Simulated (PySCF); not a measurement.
BH5NSi (charge -1).
Numbering: `[NH2:1][BH:2][SiH2-:3]` (hydrogens: H4, H5 on N1; H6 on B2; H7, H8 on Si3)

Computed by this run: PySCF, PBE0-D3(BJ)/def2-SVP geometry optimisation, gas phase; density fitting, grid level 1; the optimiser is geomeTRIC in internal coordinates, started from a GFN2-xTB structure.

Step 15: E = -10115.1336 eV
```
atom  x, y, z in Å  |  force x, y, z in eV/Å
N1     -1.5396   -0.1765   -0.2427   -0.154  -0.162  -0.054
B2     -0.2045   -0.4782    0.2147    0.545   0.175  -0.070
Si3     1.4463    0.4572   -0.0541   -0.115  -0.042   0.159
H4     -2.3263   -0.6345    0.1927   -0.122   0.068   0.007
H5     -1.7758    0.7114   -0.6603   -0.002   0.045   0.025
H6     -0.0867   -1.5053    0.8787   -0.097  -0.040   0.011
H7      2.7489   -0.0953    0.4567    0.034  -0.064  -0.001
H8      1.7485    1.7295   -0.8098   -0.089   0.020  -0.077
```

Step 16: E = -10115.1363 eV
```
atom  x, y, z in Å  |  force x, y, z in eV/Å
N1     -1.5333   -0.1641   -0.2166   -0.096  -0.047  -0.092
B2     -0.1954   -0.4814    0.2290    0.274   0.064  -0.029
Si3     1.4507    0.4502   -0.0526   -0.060   0.003   0.121
H4     -2.3443   -0.6344    0.1574   -0.012   0.027   0.038
H5     -1.7550    0.7149   -0.6613   -0.002   0.018   0.018
H6     -0.0932   -1.5148    0.8874   -0.061  -0.024   0.006
H7      2.7635   -0.0900    0.4473    0.017  -0.045  -0.011
H8      1.7178    1.7278   -0.8146   -0.060   0.003  -0.053
```

Step 17: E = -10115.1464 eV
```
atom  x, y, z in Å  |  force x, y, z in eV/Å
N1     -1.5360   -0.1898   -0.2507   -0.149  -0.023  -0.101
B2     -0.1984   -0.4838    0.2165    0.324   0.024  -0.062
Si3     1.4393    0.4694   -0.0296   -0.031   0.061   0.221
H4     -2.3419   -0.6145    0.1872    0.003   0.027   0.052
H5     -1.7526    0.7103   -0.6564    0.001   0.012   0.010
H6     -0.0812   -1.5108    0.8828   -0.083  -0.024   0.006
H7      2.7516   -0.1000    0.4433    0.008  -0.053  -0.043
H8      1.7299    1.7274   -0.8170   -0.073  -0.023  -0.084
```

Problem. Estimate the geometry and energy of step 18. (The exact step hangs on the optimiser's Hessian estimate; all steps are aligned on step 17, rigid shifts and turns removed.)

Solution. E = -10115.1604 eV, largest force 0.323 eV/Å
```
atom  x, y, z in Å  |  force x, y, z in eV/Å
N1     -1.5275   -0.1879   -0.2654   -0.046  -0.140  -0.015
B2     -0.1924   -0.4887    0.2167    0.163  -0.004  -0.144
Si3     1.4347    0.4782   -0.0019    0.038   0.149   0.284
H4     -2.3224   -0.6068    0.1978   -0.063   0.079   0.015
H5     -1.7435    0.7162   -0.6628    0.003   0.011   0.027
H6     -0.0955   -1.5190    0.8824   -0.068  -0.005   0.006
H7      2.7557   -0.1033    0.4336    0.010  -0.047  -0.079
H8      1.7017    1.7196   -0.8244   -0.037  -0.044  -0.095
```

The energy changes by -0.0139 eV. The first-order estimate −F·Δx gives -0.0145 eV and the mean of the old and new forces, exact on a quadratic surface, -0.0138 eV. The step makes an angle of 58° with the force vector and moves no atom by more than 0.030 Å.

What follows is the cost of the whole optimisation. Hardware: AMD EPYC 9R45, one thread, shared host with 96 logical CPUs at a one-minute load of 33. Cost: 20 s of wall time, 0.38 GiB resident at most.
